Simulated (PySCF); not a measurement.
Compound: C5H9F.
Bonds: C1–C2, C2–C3, C3–F4, C3–C5, C5–C6, C3–C6. Hydrogens: H7, H8, H9 on C1; H10, H11 on C2; H12, H13 on C5; H14, H15 on C6.

The same species was optimised twice, with GFN2-xTB and with PBE0-D3(BJ)/def2-SVP (PySCF), and the same property calculations (PySCF, gas phase) were run on both structures.

| coordinate | GFN2-xTB | PBE0-D3(BJ)/def2-SVP | change |
| --- | --- | --- | --- |
| C3–F4 (Å) | 1.378 | 1.371 | -0.007 |
| C3–C6 (Å) | 1.495 | 1.488 | -0.007 |
| C2–C3 (Å) | 1.509 | 1.502 | -0.007 |
| C5–C6 (Å) | 1.507 | 1.514 | +0.007 |
| C1–C2 (Å) | 1.527 | 1.521 | -0.006 |
| C3–C5 (Å) | 1.494 | 1.490 | -0.004 |
| C1–C2–C3 (°) | 111.5 | 112.8 | +1.3 |
| C5–C3–C6 (°) | 60.5 | 61.1 | +0.6 |
| F4–C3–C5 (°) | 115.6 | 115.2 | -0.4 |
| C3–C5–C6 (°) | 59.7 | 59.4 | -0.3 |
| C3–C6–C5 (°) | 59.7 | 59.5 | -0.2 |
| C2–C3–C6 (°) | 122.9 | 122.8 | -0.1 |
| F4–C3–C6 (°) | 115.4 | 115.4 | 0.0 |
| C2–C3–F4 (°) | 111.5 | 111.5 | 0.0 |
| C1–C2–C3–F4 (°) | -67 | -60 | +7 |

Rotational constants: A = 5557, B = 2815, C = 2424 MHz (GFN2-xTB) against A = 5688, B = 2792, C = 2415 MHz (PBE0-D3(BJ)/def2-SVP). Point groups within 0.08 Å: C1 and C1. Atoms that the bonding makes alike are paired by their places after alignment.

On the GFN2-xTB structure: lowest singlet, TDDFT (eV) 7.75 [CAM-B3LYP/def2-SVPD]; lowest triplet, Tamm–Dancoff (eV) 7.59 [CAM-B3LYP/def2-SVPD]; isotropic polarisability (au) 58.9 [CAM-B3LYP/def2-SVPD]; HOMO (eV) -9.32 [CAM-B3LYP/def2-SVPD]; LUMO (eV) 1.37 [CAM-B3LYP/def2-SVPD]; dipole (D) 1.83 [CAM-B3LYP/def2-SVPD]; HOMO (eV) -7.82 [PBE0/pcSseg-1]; LUMO (eV) 1.44 [PBE0/pcSseg-1]; dipole (D) 1.68 [PBE0/pcSseg-1]; GIAO shielding of C1 (ppm) 174.5 [PBE0/pcSseg-1]; GIAO shielding of C2 (ppm) 153.4 [PBE0/pcSseg-1]; GIAO shielding of C3 (ppm) 105.4 [PBE0/pcSseg-1]; GIAO shielding of F4 (ppm) 387.7 [PBE0/pcSseg-1]; GIAO shielding of C5/C6 (mean) (ppm) 173.9 [PBE0/pcSseg-1].

Q: What do these properties become on the PBE0-D3(BJ)/def2-SVP structure?

A: 
```json
{"property": "lowest singlet, TDDFT (eV)", "level": "CAM-B3LYP/def2-SVPD", "on GFN2-xTB": "7.75", "on PBE0-D3(BJ)/def2-SVP": "7.76", "change": "+0.01"}
{"property": "lowest triplet, Tamm–Dancoff (eV)", "level": "CAM-B3LYP/def2-SVPD", "on GFN2-xTB": "7.59", "on PBE0-D3(BJ)/def2-SVP": "7.59", "change": "0.00"}
{"property": "isotropic polarisability (au)", "level": "CAM-B3LYP/def2-SVPD", "on GFN2-xTB": "58.9", "on PBE0-D3(BJ)/def2-SVP": "59.7", "change": "+0.8"}
{"property": "HOMO (eV)", "level": "CAM-B3LYP/def2-SVPD", "on GFN2-xTB": "-9.32", "on PBE0-D3(BJ)/def2-SVP": "-9.35", "change": "-0.03"}
{"property": "LUMO (eV)", "level": "CAM-B3LYP/def2-SVPD", "on GFN2-xTB": "1.37", "on PBE0-D3(BJ)/def2-SVP": "1.36", "change": "-0.01"}
{"property": "dipole (D)", "level": "CAM-B3LYP/def2-SVPD", "on GFN2-xTB": "1.83", "on PBE0-D3(BJ)/def2-SVP": "1.78", "change": "-0.05"}
{"property": "energy, GFN2-xTB geometry as zero (kcal/mol)", "level": "CAM-B3LYP/def2-SVPD", "on GFN2-xTB": "0.0", "on PBE0-D3(BJ)/def2-SVP": "-0.6", "change": "-0.6"}
{"property": "HOMO (eV)", "level": "PBE0/pcSseg-1", "on GFN2-xTB": "-7.82", "on PBE0-D3(BJ)/def2-SVP": "-7.85", "change": "-0.03"}
{"property": "LUMO (eV)", "level": "PBE0/pcSseg-1", "on GFN2-xTB": "1.44", "on PBE0-D3(BJ)/def2-SVP": "1.40", "change": "-0.04"}
{"property": "dipole (D)", "level": "PBE0/pcSseg-1", "on GFN2-xTB": "1.68", "on PBE0-D3(BJ)/def2-SVP": "1.63", "change": "-0.05"}
{"property": "energy, GFN2-xTB geometry as zero (kcal/mol)", "level": "PBE0/pcSseg-1", "on GFN2-xTB": "0.0", "on PBE0-D3(BJ)/def2-SVP": "-0.5", "change": "-0.5"}
{"property": "GIAO shielding of C1 (ppm)", "level": "PBE0/pcSseg-1", "on GFN2-xTB": "174.5", "on PBE0-D3(BJ)/def2-SVP": "173.1", "change": "-1.4"}
{"property": "GIAO shielding of C2 (ppm)", "level": "PBE0/pcSseg-1", "on GFN2-xTB": "153.4", "on PBE0-D3(BJ)/def2-SVP": "152.6", "change": "-0.8"}
{"property": "GIAO shielding of C3 (ppm)", "level": "PBE0/pcSseg-1", "on GFN2-xTB": "105.4", "on PBE0-D3(BJ)/def2-SVP": "107.3", "change": "+1.9"}
{"property": "GIAO shielding of F4 (ppm)", "level": "PBE0/pcSseg-1", "on GFN2-xTB": "387.7", "on PBE0-D3(BJ)/def2-SVP": "388.5", "change": "+0.8"}
{"property": "GIAO shielding of C5/C6 (mean) (ppm)", "level": "PBE0/pcSseg-1", "on GFN2-xTB": "173.9", "on PBE0-D3(BJ)/def2-SVP": "171.9", "change": "-2.0"}
```

The heavy atoms differ by 0.044 Å rms after alignment. Among bonds between heavy atoms C1–C2, C2–C3, C3–F4, C3–C6 and C5–C6 change most and about equally (-0.007 to +0.007 Å). Changes are differences of the printed values. Neither structure is proved a minimum here.

Shape of the structure used: `[CH3:1][CH2:2][C:3]1([F:4])[CH2:5][CH2:6]1`: C1–C2–C3–F4 -60°.
